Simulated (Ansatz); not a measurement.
**BF: one species, many methods**

The task here is to estimate one member of a computed series from the others.

The runs use Ansatz 0.2.0, Gaussian basis; functionals in def2-TZVPP, the program's frozen cores in correlated methods.

Levels to be run: LDA (SPW92), PBE-D4, revPBE-D4, BLYP-D4, r2SCAN-D4, B97M-V, PBE0-D4, B3LYP-D4, r2SCANh-D4, r2SCAN0-D4, HSE06-D4, BHLYP-D4, CAM-B3LYP-D4, LC-ωPBE, ωB97X-V, ωB97M-V, B2PLYP, PBE-QIDH; CCSD(T)/def2-SVP; CCSD(T)/def2-TZVPP; CCSD(T)/def2-QZVPP; extrapolation to the limit; RPA on PBE.

### The relaxed structure

All runs share one geometry, relaxed beforehand with PBE0-D4 in a triple-zeta def2 set.

SMILES `[B]F`, 2 atoms, charge 0, spin multiplicity 1.

Atoms are counted from 1 here; the program's logs count them from 0.

Bond lengths: B1–F2 1.263 Å.

The first run:

in.yaml

```yaml
crystal:
  periodic: [false, false, false]
  atoms:
    - {symbol: B, position_ang: [0.000000, -0.000000, -0.009364]}
    - {symbol: F, position_ang: [-0.000000, 0.000000, 1.253754]}
basis:
  gaussian: {orbitals: def2-TZVPP}
hamiltonian: {xc: lda}
output: {orbitals: {seedname: orbitals}}
```

The run is started by

```sh
$ ansatz run in.yaml --threads 2 --pin off --events-out ev --progress --plain --max-ram 32768MiB --backend cpu
```

Among the steps run: LDA; PBE-D4 (GGA); revPBE-D4 (GGA); BLYP-D4 (GGA); r2SCAN-D4 (meta-GGA); B97M-V (meta-GGA); B3LYP-D4 (hybrid); r2SCANh-D4 (hybrid); r2SCAN0-D4 (hybrid); HSE06-D4 (hybrid); BHLYP-D4 (hybrid); CAM-B3LYP-D4 (range-separated); LC-ωPBE (range-separated); ωB97X-V (range-separated); ωB97M-V (range-separated); B2PLYP (double hybrid); PBE-QIDH (double hybrid).

One of the session's tables, all rows but one given; the rest of the session is left out.

It belongs to the step «Orbital energies across the functionals». 

```
  functional  HOMO (eV)  gap (eV)
 LDA (SPW92)      -6.81      4.49
      PBE-D4      -6.75      4.66
   revPBE-D4          ?         ?
     BLYP-D4      -6.67      4.66
   r2SCAN-D4      -7.01      5.22
      B97M-V      -7.09      5.34
     PBE0-D4      -8.02      6.98
    B3LYP-D4      -7.84      6.51
  r2SCANh-D4      -7.48      6.08
  r2SCAN0-D4      -8.18      7.34
    HSE06-D4      -7.61      6.19
    BHLYP-D4      -9.21      9.19
CAM-B3LYP-D4      -9.48      9.55
     LC-ωPBE     -10.88     12.19
     ωB97X-V     -10.50     11.72
     ωB97M-V     -10.30     11.34
```

Estimate the missing values for revPBE-D4.

The run gave: HOMO (eV): -6.73; gap (eV): 4.72. In the column «HOMO (eV)» it lies between PBE-D4 (-6.75) and BLYP-D4 (-6.67).
